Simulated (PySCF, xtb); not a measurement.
CHO, SMILES [CH]=O (connectivity only; charge and spin as stated), charge +1, multiplicity 1.

The structure is a stationary point at B3LYP-D3(BJ)/def2-TZVPD. The isomer is the one that the SMILES or the coordinates give; other isomers of the formula were not compared.

Level of theory: C-PCM-M06-2X/def2-TZVPD in PySCF.

The values are the electrostatic part of the solvation free energy, E(continuum) − E(gas) at the gas-phase geometry, in a cavity of scaled van der Waals radii (PySCF's table); cavitation and dispersion terms are not included. In vacuum the orbital gap is 15.75 eV.

Computed values in water (ε = 78.36), ethanol (ε = 24.85), dimethylsulfoxide (ε = 46.83):
| solvent | ε | ΔG(elec) (kcal/mol) | gap (eV) |
|---|---|---|---|
| water | 78.36 | -79.4 | 15.92 |
| ethanol | 24.85 | -77.2 | 15.92 |
| dimethylsulfoxide | 46.83 | -78.7 | 15.92 |

For comparison, GFN2-xTB/ALPB(water) (xtb, at the GFN2-xTB geometry, all terms of that model) gives -77.4 kcal/mol.
